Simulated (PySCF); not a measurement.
Molfile (atoms numbered from 1):
```
C3H4Cl2O
     RDKit          3D

 10 10  0  0  0  0  0  0  0  0999 V2000
   -1.7408   -1.6180    0.0212 Cl  0  0  0  0  0  0  0  0  0  0  0  0
   -1.1189    0.0497   -0.0418 C   0  0  0  0  0  0  0  0  0  0  0  0
   -1.1143    0.6821   -1.6953 Cl  0  0  0  0  0  0  0  0  0  0  0  0
    0.2486    0.0692    0.5996 C   0  0  1  0  0  0  0  0  0  0  0  0
    1.4909   -0.0263   -0.1589 C   0  0  0  0  0  0  0  0  0  0  0  0
    1.0415    1.2001    0.3881 O   0  0  0  0  0  0  0  0  0  0  0  0
   -1.8218    0.6722    0.5261 H   0  0  0  0  0  0  0  0  0  0  0  0
    0.2188   -0.3156    1.6293 H   0  0  0  0  0  0  0  0  0  0  0  0
    2.3719   -0.4686    0.3216 H   0  0  0  0  0  0  0  0  0  0  0  0
    1.4463   -0.0977   -1.2513 H   0  0  0  0  0  0  0  0  0  0  0  0
  1  2  1  0
  2  3  1  0
  2  4  1  0
  4  5  1  0
  5  6  1  0
  6  4  1  0
  2  7  1  0
  4  8  1  1
  5  9  1  0
  5 10  1  0
M  END
```

Geometry: PBE0-D3(BJ)/def2-SVP; GIAO absolute shieldings from PySCF 2.14.0 with density-fitted response routines, gas phase, non-relativistic, averaged over equivalent atoms.

At CAM-B3LYP/pcSseg-2 (286 basis functions, 45 s wall time on 1 thread of an Arm Neoverse V1, shared host):
```json
{"atoms": "Cl1", "σ (ppm)": "690.6"}
{"atoms": "Cl3", "σ (ppm)": "731.8"}
{"atoms": "C2", "σ (ppm)": "98.3"}
{"atoms": "C4", "σ (ppm)": "126.8"}
{"atoms": "C5", "σ (ppm)": "139.7"}
{"atoms": "O6", "σ (ppm)": "302.5"}
{"atoms": "H7", "σ (ppm)": "25.34"}
{"atoms": "H8", "σ (ppm)": "28.24"}
{"atoms": "H10", "σ (ppm)": "28.28"}
{"atoms": "H9", "σ (ppm)": "28.70"}
```

Question: Predict the values at B97-2/pcSseg-2 on the same geometry.

Answer: 
| atoms | σ at B97-2/pcSseg-2 | change |
| --- | --- | --- |
| Cl1 | 704.3 | +13.7 |
| Cl3 | 744.1 | +12.3 |
| C2 | 97.4 | -0.9 |
| C4 | 128.3 | +1.5 |
| C5 | 140.7 | +1.0 |
| O6 | 295.9 | -6.6 |
| H7 | 25.18 | -0.16 |
| H8 | 28.30 | +0.06 |
| H10 | 28.36 | +0.08 |
| H9 | 28.81 | +0.11 |

The largest change is at Cl1 (chlorine bonded to C). Cost: 286 basis functions, 33 s wall time on 1 thread of an Arm Neoverse V1, shared host. The order of the carbon signals is the same at both levels.

Carbons that carry Cl, above all several Cl atoms, come out too deshielded, partly because spin–orbit coupling is missing.
